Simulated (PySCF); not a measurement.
Caution: the highest occupied level lies above zero, so the state may not be bound.

B3LYP has the VWN-RPA correlation part, as in Gaussian. Delta-SCF ions had no search for a lower state. 

# C$_{3}$H$_{7}$, SMILES `[CH2-]CC` (charge -1, multiplicity 1)

All values below come from PySCF 2.14.0 with B3LYP-D3(BJ)/def2-TZVPD.

The HOMO comes out as 1.68 eV and the vertical detachment energy (Delta-SCF) comes out as 0.17 eV. The total energy comes out as -3225.23 eV and the cost is very roughly 90 core-seconds.

```xyz
10

C      1.5171    -0.0383    -0.2118
C      0.1941     0.6184     0.0738
C     -1.0767    -0.2796     0.1006
H      1.7784    -0.7906     0.5480
H      1.5405    -0.5063    -1.2078
H     -0.0050     1.4126    -0.6662
H      0.2274     1.1350     1.0485
H     -1.2041    -0.7824    -0.8638
H     -2.0011     0.2927     0.3186
H     -0.9705    -1.0615     0.8600
```
Charge -1, spin multiplicity 1.
